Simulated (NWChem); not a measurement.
# methanol (CH$_{4}$O); SMILES CO

Results from NWChem. Pople sets run with spherical d functions. Coordinates come from a PBE0/def2-SVP optimisation.

Q: Order these by “orbital gap (eV)”, lowest first: B3LYP/STO-3G; B3LYP/6-31+G*; B3LYP/6-31G*; B3LYP/def2-TZVP.

A: B3LYP/6-31+G* (7.69), B3LYP/def2-TZVP (8.33), B3LYP/6-31G* (9.33), B3LYP/STO-3G (13.10)
